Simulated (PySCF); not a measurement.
# Which functional comes closest?

Molecule: `FF`, F2.

Geometry:
```csv
atom,x (Å),y (Å),z (Å)
F1,-0.385,0.486,-0.157
F2,0.429,-0.577,0.163
```

Geometry PBE0-D3(BJ)/def2-SVP throughout; GIAO in PySCF 2.14, gas phase, one conformer, non-relativistic; equivalent atoms averaged; basis pcSseg-2.

Reference values (CCSD(T)/pcSseg-4; gas (isolated, no vibration); G. L. Stoychev, PhD thesis, Univ. Bonn 2021 (Stoychev, Auer, Izsak, Neese, JCTC 2018, 14, 619)): σ(F1/F2) = -192.8 ppm.

Q: How do the functionals HF, LDA, PBE, BLYP, BP86, OPBE, KT2, KT3, B97-D, B3LYP, PBE0, mPW1PW91, WP04, B97-2, BHandHLYP, CAM-B3LYP, wB97X-D, LC-wPBE perform against the reference? Times are CPU seconds on shared hosts with different chips, so compare them loosely.

A: 
```csv
functional,kind,F1/F2,abs. error F,core-s
HF,Hartree–Fock,-77.5,115.3,0.25
LDA,LDA,-174.0,18.8,0.67
PBE,GGA,-163.0,29.8,0.82
BLYP,GGA,-169.7,23.1,0.8
BP86,GGA,-161.4,31.4,0.87
OPBE,GGA,-152.0,40.8,0.95
KT2,GGA,-126.9,65.9,0.96
KT3,GGA,-136.4,56.4,0.96
B97-D,GGA,-163.8,29.0,0.9
B3LYP,global hybrid,-152.1,40.7,0.66
PBE0,global hybrid,-140.1,52.7,0.7
mPW1PW91,global hybrid,-142.7,50.1,0.69
WP04,global hybrid,-204.5,11.7,1.1
B97-2,global hybrid,-143.9,48.9,1.1
BHandHLYP,global hybrid,-125.3,67.5,0.9
CAM-B3LYP,range-separated hybrid,-142.7,50.1,1.2
wB97X-D,range-separated hybrid,-143.6,49.2,0.65
LC-wPBE,range-separated hybrid,-135.4,57.4,1.9
```

For 19F the closest is WP04 (11.7 ppm) and the furthest HF (115.3 ppm). One molecule is a small sample, and the reference may use another geometry.
